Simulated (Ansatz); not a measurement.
**Worked example: correlation energy of GeH2⁺, doublet**

Geometry: a point of a bend scan, not a stationary point.

```xyz
3

Ge    0.0000   -0.0309    0.0000
H     0.0000    1.1122   -1.0493
H     0.0000    1.1122    1.0493
```

Basis aug-cc-pVDZ; Ansatz 0.2.0. Only valence electrons are correlated (noble-gas cores and the filled d shells of p-block atoms frozen), which leaves 5 electrons in 40 orbitals. Prefix R: restricted or restricted open-shell reference. No spin–orbit coupling is included, and no scalar relativity.

Full CI is exact within this basis and frozen core; it isn't the basis-set limit.

Runs differ by some tens of microhartree through their thresholds and, for an open shell, their frozen cores, so steps under 0.03 kcal/mol mean nothing.

| level | total energy (hartree) |
| --- | --- |
| RHF | -2076.123389 |
| RMP2 | -2076.188893 |
| RCCSD | -2076.210486 |
| RCCSD(T) | -2076.212202 |
| RCCSDT | -2076.212792 |
| RCCSDT(Q) | -2076.212816 |
| full CI | -2076.212785 |

Q: What is the correlation energy at full CI, and what share of it do RMP2 and RCCSD(T) recover?

A: E(corr) = -2076.212785 − (-2076.123389) = -0.089396 hartree = -2.433 eV. RMP2: -0.065504 / -0.089396 = 73.27 %. RCCSD(T): -0.088813 / -0.089396 = 99.35 %.

Q: By how many kcal/mol does RCCSD(T) miss full CI (1 hartree = 627.509 kcal/mol), and which steps make up the rest?

A: -2076.212202 − (-2076.212785) = 0.000583 hartree = 0.37 kcal/mol. Steps: RCCSDT − RCCSD(T) = -0.37, RCCSDT(Q) − RCCSDT = -0.02, full CI − RCCSDT(Q) = 0.02 kcal/mol. That is within 1 kcal/mol of the reference in this basis, which itself misses far more of the correlation at the basis-set limit.
